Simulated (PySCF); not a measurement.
Consider methylsilane, `C[SiH3]` (CH6Si). Optimised structure (Å), atoms numbered from 1:
```
C    -0.9824   -0.1129    0.0217
Si    0.8836    0.1054   -0.0307
H    -1.4386    0.5860    0.7391
H    -1.2477   -1.1369    0.3257
H    -1.4253    0.0754   -0.9681
H     1.2426    1.4971   -0.4459
H     1.5009   -0.8468   -1.0057
H     1.4847   -0.1494    1.3154
```

Energies: M06-2X/def2-TZVP (PySCF, density fitting, integration grid level 3) on PBE0-D3(BJ)/def2-SVP structures. Thermal corrections: PBE0-D3(BJ)/def2-SVP frequencies, unscaled, ideal gas at 298.15 K and 1 bar, quasi-RRHO entropy.

Question: Rank these bonds by dissociation enthalpy, weakest first.
A. Si2–H
B. C1–Si2
C. C1–H

Answer: B (365 kJ/mol), A (375 kJ/mol), C (420 kJ/mol).

Question: For C1–Si2, what are ΔE (electronic) and ΔG(298 K) of the homolysis?

Answer: ΔE = 384 and ΔG = 318 kJ/mol, beside ΔH = 365 kJ/mol. The radicals are CH3• and SiH3•.
